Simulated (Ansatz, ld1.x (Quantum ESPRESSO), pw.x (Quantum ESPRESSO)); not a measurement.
## Which Sr potential is closest to all-electron in the fcc crystal?

All use PBE, scalar-relativistic, no spin, cutoffs from each file’s atomic test, pw.x 7.5; 10³ k-points, Fermi–Dirac smearing 0.01 Ry. Δ is the rms difference from all-electron LAPW of the E(V) curves that follow from fits to the pressures, over ±6 % in volume. Mesh and smearing are coarse and serve the comparison alone. The files are a selection: those with a ghost or negative overlap were mostly not run, and those with noisy or unconverged pressures or nearly equal Δ are left out.

All-electron: a0 = 6.043 Å (V0 = 55.17 Å³/atom), B0 = 11.8 GPa.

Task: Rank them by Δ, smallest first.
A. PAW, ld1.x (Quantum ESPRESSO) 7.5, PBE; core [Ar] 3d10, reference 4s2 4p6 4d0 5s2 5p0; waves: 4s (bound): rcut 2.05, rcutus 2.75 bohr; 5s (bound): rcut 2.05, rcutus 2.75 bohr; 4p (bound): rcut 2.50, rcutus 3.40 bohr; 5p (bound, empty): rcut 2.50, rcutus 3.40 bohr; 4d (bound, empty): rcut 3.00, rcutus 3.75 bohr; 4d channel at 0.2 Ry: rcut 3.00, rcutus 3.75 bohr; local part: all-electron potential smoothed inside 3.10 bohr (lloc = -1); core correction: Bessel-smoothed model core inside 1.80 bohr; augmentation: PSQ, inside the norm-conserving radii.
B. PAW, ld1.x (Quantum ESPRESSO) 7.5, PBE; core [Ar] 3d10, reference 4s2 4p6 4d0 5s2 5p0; waves: 4s (bound): rcut 2.20, rcutus 2.50 bohr; 5s (bound): rcut 2.20, rcutus 2.50 bohr; 4p (bound): rcut 2.20, rcutus 3.05 bohr; 5p (bound, empty): rcut 2.20, rcutus 3.05 bohr; 4d (bound, empty): rcut 3.20, rcutus 3.85 bohr; 4d channel at 2 Ry: rcut 3.20, rcutus 3.85 bohr; local part: all-electron potential smoothed inside 3.15 bohr (lloc = -1); core correction: a·sin(br)/r model core inside 1.80 bohr; augmentation: BESSEL, radius 1.65 bohr.
C. norm-conserving Troullier–Martins (Kleinman–Bylander form), ld1.x (Quantum ESPRESSO) 7.5, PBE; core [Kr], reference 4d0 5s2 5p0; waves: 5p (bound, empty): rc 4.20 bohr; 4d (bound, empty): rc 2.05 bohr; 5s (bound): rc 2.75 bohr; local part: the s channel; core correction: Bessel-smoothed model core, default radius (core density twice the valence density).

Result: C (0.3 meV/atom), B (0.5 meV/atom), A (1.8 meV/atom).
